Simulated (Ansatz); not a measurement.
How far each method lies from RCCSDTQ for [Br···H···N], quartet

Geometry: a point of a hydrogen-transfer path between rigid fragments, not a stationary point.

```yaml
atoms:
  - { symbol: Br, position_ang: [0.0000, 0.0000, -1.5320] }
  - { symbol: H, position_ang: [0.0000, 0.0000, 0.2460] }
  - { symbol: N, position_ang: [0.0000, 0.0000, 1.2860] }
```

Basis cc-pVDZ; Ansatz 0.2.0. Only valence electrons are correlated (noble-gas cores and the filled d shells of p-block atoms frozen), which leaves 13 electrons in 31 orbitals. R marks a restricted (for open shells ROHF) determinant, U an unrestricted one. Active spaces: pair = (5e, 5o) about the gap; valence = (13e, 9o) chosen from the atoms' valence shells. No spin–orbit coupling is included, and no scalar relativity.

Full CI isn't at hand for all of this; RCCSDTQ serves as the reference, and is uncertain by about the last step of the cluster series. The frozen core follows each run's orbitals, which can shift R against U totals by a few meV for light atoms and by up to 0.1 eV past Ca.

For open shells CISD is restricted-active-space CI with the open shells as a complete middle space.

The UHF ⟨S²⟩ is 3.786, the T1 diagnostic (RCCSD) is 0.0267 and the largest doubles amplitude (RCCSD) is 0.046.

```tsv
level	E − E(RHF) (eV)
RMP2	-6.0732
RCCSD	-6.9478
RCCSD(T)	-7.0625
```

Q: Estimate how far RCCSDTQ in cc-pVDZ lies from RCCSD(T). The table doesn't fix it; the size of (T) and the diagnostics are the guide.

A: RCCSDTQ in cc-pVDZ lies 1.06 mEh below RCCSD(T), which is 25 % of the (T) step (-4.21 mEh). The diagnostics give no warning, yet the rest is a sizeable part of (T).

The other levels:

```json
{"level": "CISD", "E − E(RCCSDTQ) (mEh)": "22.30", "share of correlation (%)": "91.44", "wall time": "9.5 s"}
{"level": "BCCD(T)", "E − E(RCCSDTQ) (mEh)": "1.07", "share of correlation (%)": "99.59", "wall time": "6 s"}
{"level": "RCCSDT", "E − E(RCCSDTQ) (mEh)": "0.39", "share of correlation (%)": "99.85", "wall time": "–"}
{"level": "RCCSDT(Q)", "E − E(RCCSDTQ) (mEh)": "0.03", "share of correlation (%)": "99.99", "wall time": "20 s"}
{"level": "CASSCF (pair space)", "E − E(RCCSDTQ) (mEh)": "233.99", "share of correlation (%)": "10.21", "wall time": "–"}
{"level": "NEVPT2 (pair space)", "E − E(RCCSDTQ) (mEh)": "35.85", "share of correlation (%)": "86.24", "wall time": "3.8 s"}
{"level": "CASSCF (valence space)", "E − E(RCCSDTQ) (mEh)": "227.72", "share of correlation (%)": "12.62", "wall time": "–"}
{"level": "NEVPT2 (valence space)", "E − E(RCCSDTQ) (mEh)": "47.49", "share of correlation (%)": "81.78", "wall time": "3.4 s"}
{"level": "MRCISD (valence space)", "E − E(RCCSDTQ) (mEh)": "17.43", "share of correlation (%)": "93.31", "wall time": "–"}
{"level": "MRCISD+Q (valence space)", "E − E(RCCSDTQ) (mEh)": "0.61", "share of correlation (%)": "99.77", "wall time": "5 s"}
```

The correlation energy at RCCSDTQ, counted from RHF, is -7.091 eV. That run took 90 s on 2 threads of AMD EPYC 7R13 with a shared H100 80 GB, shared host.

Run but not shown, since their state or frozen core can't be matched to the reference's or they repeat it: UHF, UMP2, UCCSD, UCCSD(T), UCCSDT, UCCSDT(Q).

Times hold each run's SCF and search for its determinant on a shared host, so for small cases they say little of a method's own cost; they ran on 1 thread of AMD EPYC 7R13.

Natural occupations of CASSCF (valence space) about the gap: 1.995 1.969 1.004 1.001 1.001 0.033; effectively unpaired electrons, Σ n²(2−n)², 3.01.
